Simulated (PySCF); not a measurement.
Structure with atom numbers: `[CH2:1]1[CH2:2][CH2:3][O:4][CH2:5][CH2:6]1`; H(Xn) means a hydrogen on atom n.

GIAO PBE0/pcSseg-1 shifts (PySCF 2.14, gas phase, non-relativistic, equivalent atoms averaged), each against references optimised in the same way as the molecule (TMS, H2O).

On the GFN2-xTB geometry: C3/C5 72.2, C2/C6 30.5, C1 27.6, O4 52.8, H(C3)/H(C5) 3.76, H(C1) 1.58, H(C2)/H(C6) 1.43 ppm.

What changes on the PBE0-D3(BJ)/def2-SVP geometry?

Results:


| atoms | δ (ppm) | change |
| --- | --- | --- |
| C3/C5 | 69.4 | -2.8 |
| C2/C6 | 28.5 | -2.0 |
| C1 | 25.8 | -1.8 |
| O4 | 49.0 | -3.8 |
| H(C3)/H(C5) | 3.49 | -0.27 |
| H(C1) | 1.45 | -0.13 |
| H(C2)/H(C6) | 1.31 | -0.12 |

Bonds between heavy atoms that differ most (equivalent bonds averaged): C2–C3 1.529 → 1.522 Å, C3–O4 1.409 → 1.404 Å. Mean change of bonds to hydrogen: C–H +0.011 Å.
